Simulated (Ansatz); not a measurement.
# BSiNH+ (triplet): from Hartree-Fock to the top rungs, cc-pVDZ

How much of the correlation energy of BSiNH+ (triplet) does each wave-function method recover here?

The runs use Ansatz 0.2.0, Gaussian basis; cc-pVDZ, core rule «outside noble gas», up to 7 orbitals frozen.

The runs, in order: UHF; CCSD(T) on ROHF; CCSD(T) on UHF; BCCD(T) on ROHF; CISD; CCSDT(Q) on ROHF; CCSDT(Q) on UHF; CASSCF and MRCISD+Q, 10 electrons in 10 orbitals; CASSCF and NEVPT2, 10 electrons in 10 orbitals.

22 further runs of the same task are left out: 10 that didn't finish, 12 set aside as unsound or not needed.

## (1) The system

The geometry is a PBE0/def2-TZVP stationary point (not a proven minimum) of the parent state, kept for this charge and spin.

4 atoms, charge 1, spin multiplicity 3.

Atoms are counted from 1 here; the program's logs count them from 0.

Bond lengths: B1–N2 1.266 Å, B1–H4 1.171 Å, N2–Si3 1.683 Å. Angles: N2–B1–H4 180.0°, B1–N2–Si3 180.0°.

## (2) UHF

Input file in.yaml:

```yaml
crystal:
  periodic: [false, false, false]
  atoms:
    - {symbol: B, position_ang: [0.000000, 0.000000, 0.760975]}
    - {symbol: N, position_ang: [0.000000, 0.000000, -0.505225]}
    - {symbol: Si, position_ang: [0.000000, 0.000000, -2.188225]}
    - {symbol: H, position_ang: [0.000000, 0.000000, 1.932475]}
basis:
  gaussian: {orbitals: cc-pVDZ}
total_charge: 1
magnetization: {spin_polarized: true, initial_magnetization: 2}
hamiltonian: {xc: hf}
output: {orbitals: {seedname: orbitals}}
```

Command:

```console
> ansatz run in.yaml --threads 1 --pin off --events-out ev --progress --plain --max-ram 2393MiB
```

After this run come: CCSD(T) on ROHF; CCSD(T) on UHF; BCCD(T) on ROHF; CISD; CCSDT(Q) on ROHF; CCSDT(Q) on UHF; CASSCF and MRCISD+Q, 10 electrons in 10 orbitals; CASSCF and NEVPT2, 10 electrons in 10 orbitals.

**Question.** What will the summary of the whole plan be? Wanted: UCCSDT(Q) below the RHF energy; RMP2 from UCCSDT(Q); UMP2 from UCCSDT(Q); RCCSD from UCCSDT(Q); RCCSD(T) from UCCSDT(Q); UCCSD(T) from UCCSDT(Q); RCCSDT(Q) from UCCSDT(Q); NEVPT2 frontier from UCCSDT(Q); MRCISD+Q frontier from UCCSDT(Q).

The runs gave:

| quantity | value |
| --- | --- |
| UCCSDT(Q) below the RHF energy | -8.0616 eV |
| RMP2 from UCCSDT(Q) | +906.0 meV |
| UMP2 from UCCSDT(Q) | +885.9 meV |
| RCCSD from UCCSDT(Q) | +392.3 meV |
| RCCSD(T) from UCCSDT(Q) | +60.6 meV |
| UCCSD(T) from UCCSDT(Q) | +60.3 meV |
| RCCSDT(Q) from UCCSDT(Q) | +5.6 meV |
| NEVPT2 frontier from UCCSDT(Q) | +1273.5 meV |
| MRCISD+Q frontier from UCCSDT(Q) | +114.9 meV |
| levels within 1 kcal/mol (43 meV) | RCCSDT, UCCSDT, RCCSDT(Q) |
| T1 diagnostic | 0.029 |

**Reading.** RCCSD(T) lands +60.6 meV from the yardstick (0.8 % of the correlation energy). Of the multireference levels listed MRCISD+Q frontier comes nearest in total energy (+114.9 meV), which doesn't show that its space is the better one. These misses are within one basis, not against nature; the frozen cores of restricted and unrestricted runs differ, which can shift their rows.
